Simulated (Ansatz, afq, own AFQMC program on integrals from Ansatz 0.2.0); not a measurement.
Two steps: Ansatz 0.2.0 writes the Fock matrix and Cholesky factors of the valence space, and afq projects on them the lowest state that overlaps trial and start.

```yaml
crystal:
  periodic: [false, false, false]
  atoms:
    - {symbol: N, position_ang: [0.000000, 0.000000, 0.000000]}
    - {symbol: H, position_ang: [0.000000, 0.000000, 1.147000]}
basis:
  gaussian: {orbitals: "6-31++G**"}
total_charge: -1
magnetization: {spin_polarized: true, initial_magnetization: 1}
correlation: {method: ccsd_t, electrons: outside_noble_gas, hamiltonian_folder: ham}
```

```sh
$ ansatz run in.yaml --threads 1 --pin off --events-out ev --progress --plain --max-ram 16896MiB --backend cuda --devices 0, --max-vram 18GiB
```

afq runs on the folder ham with

```
--method phaseless --trial cisd --walkers 4000 --populations 20 --least-time 60 --time-step 0.005 --steps-per-block 50 --equilibration-blocks 28 --max-blocks 4000 --target-error 0.00016 --factor-cut 1e-05 --start spin_pure --seed 5886 --release-times 0.24,0.51,0.99,1.62,2.4 --release-step 0.03 --release-every 3 --taylor-order 6
```

Times are imaginary, in 1/Eh. The walk had a cap of 122 s. With eight or more populations the least sampling time is a fifth of least-time, and the error comes from their spread.

afq prints:

```
orbitals 24  electrons 4 3  factors 156 of 241
reference energy -54.90144946 Eh
CCSD correlation -0.17429960 Eh in 12 cycles, weight of the determinant in the CISD state 0.9169
energy of the start -55.074989 Eh
 block  time / (1/Eh)  mean weight  energy / Eh
     1     0.250  1.0003  -55.074522
     2     0.500  0.9998  -55.076406
     3     0.750  1.0001  -55.077791
     4     1.000  1.0000  -55.078691
     5     1.250  1.0000  -55.079625
     9     2.250  1.0001  -55.080801
    15     3.750  1.0002  -55.080304
    23     5.750  0.9998  -55.082326
    31     7.750  1.0003  -55.082070
    39     9.750  0.9998  -55.081135
    47    11.750  1.0000  -55.081071
    55    13.750  0.9998  -55.081651
    63    15.750  0.9998  -55.080164
    71    17.750  1.0002  -55.082389
    73    18.250  0.9999  -55.082730
    79    19.750  1.0002  -55.080571
    87    21.750  1.0003  -55.080757
    95    23.750  1.0000  -55.080676
   103    25.750  0.9997  -55.081293
   107    26.750  1.0003  -55.081978
error from the spread of 20 populations
released: time / (1/Eh)  energy / Eh  error  mean overlap
  0.24  -55.081473  0.000096  0.9980
  0.51  -55.081614  0.000083  0.9976
  0.99  -55.081747  0.000083  0.9971
  1.62  -55.081745  0.000072  0.9960
  2.40  -55.081776  0.000105  0.9929
energy -55.081241 +/- 0.000146 Eh
(rows thinned)
```

The run passed its tests (sampling time, drift between the halves within three errors, error under three times the target), which doesn't prove that it has relaxed.

Against this walk (error 4.0 meV) on the same determinant: CCSD(T) 17.4 meV higher, CCSDT(Q) 16.8 meV lower, CCSDTQ 15.3 meV lower, full CI 15.8 meV lower. The error is statistical and leaves out the bias of the constraint. Released to 2.40 1/Eh the energy lies 15 ± 5 meV (both errors) below the phaseless value, which shows part or all of the bias of the constraint, and full CI lies 1.3 meV below the released value. Full CI is exact here, so the walk's 16 meV above it is the walk's own error: the bias of the constraint with this trial.

Cautions: constraint bias not in the error; an unrestricted solution with more broken spin lies lower (236 meV, ⟨S²⟩ 1.77).

The walk took 31 s on 1 × NVIDIA H100 80GB HBM3 with 2 threads of AMD EPYC 7R13 Processor (Zen 3), on a shared host (the card was shared). The log's last line is the phaseless energy.

CCSDT and higher add their correlation energy to the determinant of the CCSD(T) run, since their own runs factorise the integrals more tightly (a shift of under 2 meV). A walk keeps the symmetry of its determinant, which the program's search chose and which needn't be the lowest solution, so a lower state of the same spin and another symmetry isn't excluded.
